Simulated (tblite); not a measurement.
Compound: C4H9FO.
SMILES with atom numbers: `[CH3:1][O:2][C@@H:3]([CH3:4])[CH2:5][F:6]` (hydrogens: H7, H8, H9 on C1; H10 on C3; H11, H12, H13 on C4; H14, H15 on C5)

Computed with GFN2-xTB (tblite), gas phase: Langevin dynamics at 200 K from the optimised GFN2-xTB geometry, time step 0.5 fs, friction 0.01 fs⁻¹, 2000 steps.

Start geometry:
```
atom  x, y, z in Å
C1      1.996   -0.144    0.386
O2      0.694   -0.570    0.713
C3     -0.290   -0.245   -0.245
C4     -1.547   -1.027    0.121
C5     -0.596    1.260   -0.278
F6      0.279    1.932   -1.099
H7      2.296   -0.518   -0.600
H8      2.086    0.947    0.389
H9      2.651   -0.561    1.148
H10     0.060   -0.540   -1.249
H11    -1.929   -0.681    1.078
H12    -2.311   -0.901   -0.641
H13    -1.301   -2.081    0.210
H14    -0.497    1.693    0.722
H15    -1.597    1.446   -0.676
```

The statistics below take the 31 frames saved every 25 fs from 250 to 1000 fs; their kinetic temperature (all 3N coordinates) averages 200 K.

Q: Give the mean, spread and extremes of the bond lengths.

A: 
| bond | start (Å) | mean (Å) | standard deviation (Å) | shortest (Å) | longest (Å) |
| --- | --- | --- | --- | --- | --- |
| C1–O2 | 1.408 | 1.409 | 0.028 | 1.352 | 1.471 |
| O2–C3 | 1.411 | 1.422 | 0.026 | 1.367 | 1.485 |
| C3–C4 | 1.525 | 1.525 | 0.030 | 1.465 | 1.587 |
| C3–C5 | 1.536 | 1.544 | 0.035 | 1.476 | 1.619 |
| C5–F6 | 1.375 | 1.377 | 0.022 | 1.323 | 1.430 |
| C1–H7 | 1.097 | 1.101 | 0.031 | 1.057 | 1.167 |
| C1–H8 | 1.094 | 1.102 | 0.033 | 1.035 | 1.163 |
| C1–H9 | 1.088 | 1.091 | 0.020 | 1.051 | 1.124 |
| C3–H10 | 1.104 | 1.106 | 0.013 | 1.081 | 1.128 |
| C4–H11 | 1.087 | 1.090 | 0.021 | 1.035 | 1.138 |
| C4–H12 | 1.086 | 1.087 | 0.017 | 1.059 | 1.132 |
| C4–H13 | 1.086 | 1.089 | 0.027 | 1.050 | 1.150 |
| C5–H14 | 1.094 | 1.094 | 0.020 | 1.053 | 1.132 |
| C5–H15 | 1.093 | 1.094 | 0.017 | 1.064 | 1.130 |

Q: Follow the torsions C1–O2–C3–C4 and O2–C3–C5–F6 through every second one of these frames.

A: 
| t (fs) | C1–O2–C3–C4 (°) | O2–C3–C5–F6 (°) |
| --- | --- | --- |
| 250 | 166 | 79 |
| 300 | 150 | 75 |
| 350 | 152 | 74 |
| 400 | 152 | 83 |
| 450 | 166 | 92 |
| 500 | -178 | 94 |
| 550 | -176 | 96 |
| 600 | 163 | 88 |
| 650 | 147 | 75 |
| 700 | 149 | 78 |
| 750 | 158 | 81 |
| 800 | 162 | 83 |
| 850 | 168 | 94 |
| 900 | 174 | 97 |
| 950 | -172 | 97 |
| 1000 | 171 | 84 |

Largest departure from the start value over all these frames: C1–O2–C3–C4 21° (start 168°), O2–C3–C5–F6 13° (start 86°).

Q: How widely does the potential energy scatter, against a harmonic estimate?

A: Mean 0.34 eV above the start, standard deviation 0.062 eV, range 0.25 to 0.47 eV. For 39 classical harmonic modes at 200 K the canonical values are 39kT/2 = 0.34 eV and kT·√(39/2) = 0.076 eV.

The run is classical and short, so these are rough statistics of one trajectory.

What follows is the cost of the whole dynamics run. Time: 26 s of wall time; peak memory 0.18 GiB. Hardware: an AMD EPYC with one thread, no GPU, shared host with 64 logical CPUs at a one-minute load of 60.
